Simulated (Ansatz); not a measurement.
Stepwise reaction of `[NH2][Mg][NH2]` with hydrogen, as a gas-phase model of exchange steps in deposition or etching. ΔE in kJ/mol; ΔG adds harmonic PBE0-D4 terms to CCSD(T)/CBS, at 1 bar.

Gas-phase electronic energies from Ansatz, PBE0-D4/def2-TZVP geometries. CCSD(T)/CBS is the MP2 limit (def2-TZVPP, def2-QZVPP) plus CCSD(T) − MP2 in def2-TZVPP, frozen cores. This one scheme is used for every species. DFT in def2-TZVPP. B3LYP here is the variant with VWN-RPA as its local correlation; programs differ in this. For Mg outer-core shells are correlated without core-valence functions, which leaves a few kJ/mol of doubt a bond. One conformer a species, not always the lowest.

```csv
step,reaction,PBE-D4,B3LYP-D4,ωB97M-V,CCSD(T)/CBS,ΔG(400 K)
2,`[NH2][MgH]` + H₂ → `[MgH2]` + NH₃,34.8,35.7,35.2,42.2,51.4
```

Give the row of step 1, `[NH2][Mg][NH2]` + H₂ → `[NH2][MgH]` + NH₃. (Estimate.)

The calculation gave: 
```tsv
step	reaction	PBE-D4	B3LYP-D4	ωB97M-V	CCSD(T)/CBS	ΔG(400 K)
1	`[NH2][Mg][NH2]` + H₂ → `[NH2][MgH]` + NH₃	30.6	32.5	30.7	38.8	41.3
```

By hand: ΔE of the 2 steps together at CCSD(T)/CBS.

(38.8) + (42.2) = 81.0 kJ/mol, or 40.5 kJ/mol a step.

In ΔE the steps differ by no more than 3.4 kJ/mol. All are uphill at CCSD(T)/CBS. ΔG lies between 41.3 and 51.4 kJ/mol a step. PBE-D4 differs from CCSD(T)/CBS by -8.2 to -7.4 kJ/mol a step. Isolated molecules leave out the surface, adducts and barriers. Largest T1 diagnostic: 0.009.
